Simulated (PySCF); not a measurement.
Neon: a sound run and one with changed settings

Sound run: Ne [Ne], Ne⁺ [He] 2s2 2p5. Computed with PySCF 2.14 in jorge-DZP-DKH (4s2p1d, 15 functions), with the spin-free X2C one-electron Hamiltonian (Gaussian nucleus). In the sound run the correlated levels freeze 1s2. The sound run starts from symmetry-adapted Hartree-Fock orbitals and uses a fine grid where one is needed.

A second run was set up differently.

```json
{"species": "Ne", "method": "MP2", "sound run (hartree)": "-128.83331", "changed run (hartree)": "-128.84735", "converged": "yes"}
{"species": "Ne", "method": "CCSD(T)", "sound run (hartree)": "-128.83875", "changed run (hartree)": "-128.85326", "converged": "yes"}
{"species": "Ne⁺", "method": "MP2", "sound run (hartree)": "-128.05359", "changed run (hartree)": "-128.06746", "converged": "yes"}
{"species": "Ne⁺", "method": "CCSD(T)", "sound run (hartree)": "-128.06491", "changed run (hartree)": "-128.07929", "converged": "yes"}
```

Ionisation energy of Ne:

```
 method  sound run (eV)  changed run (eV)
    UHF          19.750            19.750
    MP2          21.217            21.222
SCS-MP2          21.085            21.087
   CCSD          21.033            21.036
CCSD(T)          21.057            21.061
```

**Question.** What was changed?
A. minimal basis
B. level shift left on
C. too few SCF iterations
D. all electrons correlated in a valence basis

**Answer.** D. A valence basis has no tight correlating functions, so it recovers only part of the core correlation, and not evenly between atom and ion.
